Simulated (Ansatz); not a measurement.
The same path of BH6N (8 atoms, charge 0, multiplicity 1) was run twice with different band settings. Lost on the way: B1–H2, H5–N6. Made: H2–H5.

Theory: RKS PBE0-D4/def2-SVP in Ansatz.

Relaxed end points:

```xyz
8
Properties=species:S:1:pos:R:3
B -0.207 -0.791 -0.164
H 0.403 -1.083 -1.184
H -1.422 -0.786 -0.314
H 0.155 -1.432 0.814
H 1.205 0.857 0.299
N 0.199 0.760 0.157
H -0.067 1.378 -0.610
H -0.266 1.096 1.001
```

```xyz
8
Properties=species:S:1:pos:R:3
B -1.048 -0.673 0.523
H 2.522 0.250 -1.551
H -1.886 -0.998 -0.286
H -0.752 -1.384 1.456
H 1.873 0.173 -1.160
N -0.403 0.549 0.375
H -0.607 1.197 -0.376
H 0.301 0.887 1.019
```

Common settings: climbing image yes; spring 5.0 eV/Å²; optimiser quadratic models (default); start path through a guess of the saddle point; force threshold 0.03 eV/Å; iteration limit 60; end points relaxed.

| run | movable images |
| --- | --- |
| 1 | 7 |
| 2 | 2 |

**Question.** What does each run give, and how far can it be trusted?

**Answer.** Run 1: converged after 10 iterations, highest image 1.611 eV above the first end. Neighbouring images differ by up to 1.2 eV, so the band resolves the path poorly. A vibrational analysis at the climbing image gives one clearly imaginary mode, 1294i cm⁻¹: a first-order saddle point.
Run 2: converged after 24 iterations, highest image 1.611 eV above the first end. Neighbouring images differ by up to 1.6 eV, so the band resolves the path poorly. Another band between the same ends (7 images) ends at a top of the same energy, where a vibrational analysis finds 1 clearly imaginary mode. So few images can step over the top or miss a turn of the path.
The orbitals stay closed-shell, which can raise the energy where a bond breaks towards radicals; this wasn't checked here.
